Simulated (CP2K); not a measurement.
# doublet [SF4]+ at 3 levels

Aim: a comparison of 3 runs (PM3, GFN1-xTB, PM6) of doublet [SF4]+. 

The results are computed with CP2K 2026.2.

### 1 Starting point

[SF4]+ has 5 atoms, charge +1, and is taken as a doublet. SMILES of the parent species: `FS(F)(F)F`. Geometry: relaxed at PBE0-D4/def2-TZVP. That shape belongs to the parent species and isn't relaxed for this state.

Bond lengths: F1–S2 1.553 Å, S2–F3 1.649 Å, S2–F4 1.649 Å, S2–F5 1.553 Å. Angles: F1–S2–F3 87.6°, F1–S2–F4 87.6°, F1–S2–F5 101.3°, F3–S2–F4 172.5°, F3–S2–F5 87.6°, F4–S2–F5 87.6°.

### 2 A single-point energy at PM3 (run 1)

Input file job.inp:

```
&GLOBAL
   PROJECT job
   RUN_TYPE ENERGY
   PRINT_LEVEL MEDIUM
&END GLOBAL

&FORCE_EVAL
   METHOD QS
   &DFT
      CHARGE 1
      MULTIPLICITY 2
      UKS T
      &QS
         METHOD PM3
         EPS_DEFAULT 1.0E-10
         &SE
            &COULOMB
               CUTOFF [angstrom] 50
               RC_RANGE [angstrom] 0
            &END COULOMB
            &EXCHANGE
               CUTOFF [angstrom] 50
               RC_RANGE [angstrom] 0
            &END EXCHANGE
         &END SE
      &END QS
      &POISSON
         PERIODIC NONE
         POISSON_SOLVER ANALYTIC
      &END POISSON
      &SCF
         SCF_GUESS ATOMIC
         EPS_SCF 1.0E-07
         MAX_SCF 100
         &DIAGONALIZATION
            ALGORITHM STANDARD
         &END DIAGONALIZATION
         &MIXING
            METHOD DIRECT_P_MIXING
            ALPHA 0.4
         &END MIXING
      &END SCF
      &PRINT
         &MOMENTS
            PERIODIC F
            REFERENCE COM
            MAX_MOMENT 1
         &END MOMENTS
         &MO ON
            ENERGIES T
            OCCUPATION_NUMBERS T
            NDIGITS 6
            &EACH
               QS_SCF 0
            &END EACH
            ADD_LAST NUMERIC
         &END MO
         &HIRSHFELD OFF
         &END HIRSHFELD
      &END PRINT
   &END DFT
   &SUBSYS
      &CELL
         ABC 13 11.6 12
         PERIODIC NONE
      &END CELL
      &COORD
         UNIT bohr
         F     -1.0605143    -0.4308576     2.2162708
         S      0.1209425    -0.6753881    -0.4592034
         F      2.9039421    -0.8730535     0.9286114
         F     -2.7213946    -0.1460758    -1.6217630
         F      0.7570243     2.1251860    -1.0641048
      &END COORD
      &TOPOLOGY
         &CENTER_COORDINATES
         &END CENTER_COORDINATES
      &END TOPOLOGY
   &END SUBSYS
&END FORCE_EVAL
```

Run with:

```bash
$ OMP_NUM_THREADS=1 cp2k.psmp -i job.inp -o job.out
```

What it wrote:

```text
CP2K| version string:                                       CP2K version 2026.2
[...]
 GLOBAL| Method name                                                        CP2K
[...]
 GLOBAL| Run type                                                         ENERGY
[...]
                             - Atoms:                                          5
[...]
                             - Spherical basis functions:                     20
[...]
 Number of electrons:                                                         17
[...]
     1 P_Mix/Diag. 0.40E+00    0.0     0.51503727       -68.0249392982 -6.80E+01
[...]
    21 DIIS/Diag.  0.57E-07    0.0     0.00000009       -71.1964046736  7.11E-14
  *** SCF run converged in    21 steps ***
  Core-core repulsion energy [eV]:                           2666.09057398107143
  Core Hamiltonian energy [eV]:                             -3331.44517089204555
  Two-electron integral energy [eV]:                        -2543.99619973823792
  Electronic energy [eV]:                                   -4603.44327076116497
  Total energy [eV]:                                        -1937.35269678009308
  Atomic reference energy [eV]:                              1939.67838325008779
  Heat of formation [kcal/mol]:                                53.63160833253338
[...]
 SE_DIPOLE| Moment [Debye]         -0.54369375       3.03562536       2.06372970
 SE_DIPOLE| Derivative [a.u.]       0.00000000       0.00000000       0.00000000
 ENERGY| Total FORCE_EVAL ( QS ) energy [hartree]            -71.196404673601648
[...]
```

Run time: 0.26 s. Hardware: 1 thread of Arm Neoverse V1, shared host.

### 3 The energy at GFN1-xTB (run 2)

Input file molecule.xyz:

```xyz
5

F     -0.561200    -0.228000     1.172800
S      0.064000    -0.357400    -0.243000
F      1.536700    -0.462000     0.491400
F     -1.440100    -0.077300    -0.858200
F      0.400600     1.124600    -0.563100
```

Input file qs.inp:

```
&GLOBAL
 PROJECT_NAME qs
 RUN_TYPE ENERGY
 PRINT_LEVEL MEDIUM
&END GLOBAL
&FORCE_EVAL
 METHOD QUICKSTEP
 &DFT
  CHARGE 1
  MULTIPLICITY 2
  SPIN_POLARIZED T
  # Quickstep
  &QS
   METHOD XTB
   EPS_DEFAULT 1.0E-10
   &XTB
    GFN_TYPE 1
    CHECK_ATOMIC_CHARGES F
   &END XTB
  &END QS
  &POISSON
   PERIODIC NONE
   POISSON_SOLVER ANALYTIC
  &END POISSON
  # SCF settings
  &SCF
   SCF_GUESS ATOMIC
   EPS_SCF 1.0E-06
   MAX_SCF 100
   ADDED_MOS 8
   &DIAGONALIZATION
    ALGORITHM STANDARD
   &END DIAGONALIZATION
   &MIXING
    METHOD BROYDEN_MIXING
    ALPHA 0.2
    NBUFFER 8
   &END MIXING
   &SMEAR ON
    METHOD FERMI_DIRAC
    ELECTRONIC_TEMPERATURE [K] 300
    FIXED_MAGNETIC_MOMENT 1.0
   &END SMEAR
  &END SCF
  &PRINT
   &MOMENTS
    PERIODIC F
    REFERENCE COM
    MAX_MOMENT 1
   &END MOMENTS
   &MO ON
    ENERGIES T
    OCCUPATION_NUMBERS T
    NDIGITS 6
    &EACH
     QS_SCF 0
    &END EACH
    ADD_LAST NUMERIC
   &END MO
   &HIRSHFELD OFF
   &END HIRSHFELD
  &END PRINT
 &END DFT
 # atoms, cell and kinds
 &SUBSYS
  # box in angstrom
  &CELL
   ABC 15 13.6 14
   PERIODIC NONE
  &END CELL
  &TOPOLOGY
   COORD_FILE_NAME molecule.xyz
   COORD_FILE_FORMAT XYZ
   &CENTER_COORDINATES
   &END CENTER_COORDINATES
  &END TOPOLOGY
 &END SUBSYS
&END FORCE_EVAL
```

Run with:

```bash
$ OMP_NUM_THREADS=1 cp2k.psmp -i qs.inp > qs.out 2>&1
```

What it wrote:

```text
CP2K| version string:                                       CP2K version 2026.2
[...]
 GLOBAL| Method name                                                        CP2K
[...]
 GLOBAL| Run type                                                         ENERGY
[...]
                             - Atoms:                                          5
[...]
                             - Spherical basis functions:                     25
[...]
 Number of electrons:                                                         17
[...]
     1 NoMix/Diag. 0.20E+00    0.0     1.03809261       -22.1286521739 -2.21E+01
[...]
    44 Broy./Diag. 0.20E+00    0.0     0.00000023       -23.4596095626  1.97E-06
  *** SCF run converged in    44 steps ***
[...]
  Fermi energy:                                                -0.82814421901004
[...]
 TB_DIPOLE| Moment [Debye]          0.15185386      -0.84777359      -0.57631784
 TB_DIPOLE| Derivative [a.u.]       0.00000000       0.00000000       0.00000000
[...]
 ENERGY| Total FORCE_EVAL ( QS ) energy [hartree]            -23.459609562603813
[...]
```

It took 0.38 s on 1 thread of Arm Neoverse V1, shared host.

### 4 The energy at PM6 (run 3)

Input file calc.inp:

```
&FORCE_EVAL
  METHOD QS
  &DFT
    CHARGE 1
    MULTIPLICITY 2
    UKS T
    &QS
      METHOD PM6
      EPS_DEFAULT 1.0E-10
      &SE
        &COULOMB
          CUTOFF [angstrom] 50
          RC_RANGE [angstrom] 0
        &END COULOMB
        &EXCHANGE
          CUTOFF [angstrom] 50
          RC_RANGE [angstrom] 0
        &END EXCHANGE
      &END SE
    &END QS
    &POISSON
      PERIODIC NONE
      POISSON_SOLVER ANALYTIC
    &END POISSON
    &SCF
      SCF_GUESS ATOMIC
      EPS_SCF 1.0E-06
      MAX_SCF 150
      ADDED_MOS 8
      &DIAGONALIZATION
        ALGORITHM STANDARD
      &END DIAGONALIZATION
      &MIXING
        METHOD DIRECT_P_MIXING
        ALPHA 0.4
      &END MIXING
    &END SCF
    &PRINT
      &MOMENTS
        PERIODIC F
        REFERENCE COM
        MAX_MOMENT 1
      &END MOMENTS
      &MO ON
        ENERGIES T
        OCCUPATION_NUMBERS T
        NDIGITS 6
        &EACH
          QS_SCF 0
        &END EACH
        ADD_LAST NUMERIC
      &END MO
      &HIRSHFELD OFF
      &END HIRSHFELD
    &END PRINT
  &END DFT
  &SUBSYS
    &CELL
      ABC 15 13.6 14
      PERIODIC NONE
    &END CELL
    &COORD
      SCALED T
      F    0.45936667   0.45887500   0.57253571
      S    0.50104667   0.44936029   0.47140714
      F    0.59922667   0.44166912   0.52386429
      F    0.40077333   0.46995588   0.42746429
      F    0.52348667   0.55833088   0.44854286
    &END COORD
  &END SUBSYS
&END FORCE_EVAL

&GLOBAL
  PROJECT_NAME calc
  RUN_TYPE ENERGY
  PRINT_LEVEL MEDIUM
&END GLOBAL
```

Run with:

```bash
$ OMP_NUM_THREADS=1 cp2k.psmp -i calc.inp > calc.out 2>&1
```

What it wrote:

```text
CP2K| version string:                                       CP2K version 2026.2
[...]
 GLOBAL| Method name                                                        CP2K
[...]
 GLOBAL| Run type                                                         ENERGY
[...]
                             - Atoms:                                          5
[...]
                             - Spherical basis functions:                     25
[...]
 Number of electrons:                                                         17
[...]
     1 P_Mix/Diag. 0.40E+00    0.0     0.60536972       -71.3978764013 -7.14E+01
[...]
    22 DIIS/Diag.  0.20E-06    0.0     0.00000084       -75.2753888473 -6.88E-12
  *** SCF run converged in    22 steps ***
  Core-core repulsion energy [eV]:                           2768.71495804040569
  Core Hamiltonian energy [eV]:                             -3402.53939583238935
  Two-electron integral energy [eV]:                        -2829.04612616444138
  Electronic energy [eV]:                                   -4817.06245891461003
  Total energy [eV]:                                        -2048.34750087420480
  Atomic reference energy [eV]:                              2050.52932325008805
  Heat of formation [kcal/mol]:                                50.31402324614211
[...]
 SE_DIPOLE| Moment [Debye]         -0.60656855       3.38688513       2.30262439
 SE_DIPOLE| Derivative [a.u.]       0.00000000       0.00000000       0.00000000
 ENERGY| Total FORCE_EVAL ( QS ) energy [hartree]            -75.275388847255442
[...]
```

Wall time 0.28 s (1 thread of Arm Neoverse V1, shared host).

### 5 The series

```
run     level  SCF convergence threshold            cell  energy (Eh)  HOMO energy (eV)  heat of formation (kcal/mol)  wall time
  1       PM3                      1e-07  (13, 11.6, 12)   -71.196405            -19.00                          53.6     0.26 s
  2  GFN1-xTB                      1e-06  (15, 13.6, 14)   -23.459610            -24.33                             –     0.38 s
  3       PM6                      1e-06  (15, 13.6, 14)   -75.275389            -18.12                          50.3     0.28 s
```

### 6 Outcome

```
                                 quantity          value
                      run 3: total energy   -75.27539 Eh
run 3: HOMO energy (highest over α and β)      -18.12 eV
 run 3: LUMO energy (lowest over α and β)       -9.90 eV
                 run 3: heat of formation  50.3 kcal/mol
```

What this shows: Force-field and semi-empirical energies have zeros of their own, so their totals don't compare. All runs together took 0.92 s, the longest 0.38 s.
